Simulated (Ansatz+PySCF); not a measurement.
## singlet B2H6: levels of theory in one basis

```xyz
8

B     0.0000    0.0000    0.8809
B     0.0000    0.0000   -0.8809
H     0.9934    0.0000    0.0000
H    -0.9934    0.0000    0.0000
H     0.0000    1.0515    1.4667
H     0.0000   -1.0515    1.4667
H     0.0000    1.0515   -1.4667
H     0.0000   -1.0515   -1.4667
```

Basis set: def2-SVP (spherical functions). Correlated methods keep 2 orbitals frozen. Charge 0, multiplicity 1.

Computed with Ansatz (development build ahead of 0.2.0); each method stands on the lowest determinant of its kind that the runs found. NEVPT2 correlates all electrons. Active spaces start from the frontier orbitals, and the lowest solution found is given.

| method | E − E(RHF) (eV) | <S²> of the determinant |
| --- | --- | --- |
| RHF | 0.00 | 0.00 |
| RHF-MP2 | -5.89 | – |
| RHF-CCSD | -7.01 | – |
| RHF-CCSD(T) | -7.18 | – |
| CASSCF(2,2) | -0.36 | – |

Question: What does SC-NEVPT2(2,2) give on the same scale?

Answer: -6.00 eV. NEVPT2 here correlates all electrons, so it doesn't share the others' frozen core.

Question: Is a single determinant a sound starting point here?

Answer: By this sign, yes. Unrestricted orbitals gain 0.00 eV and <S²> is 0.00 against 0.00 for a pure state. The CASSCF(2,2) natural occupations are 1.98, 0.02.
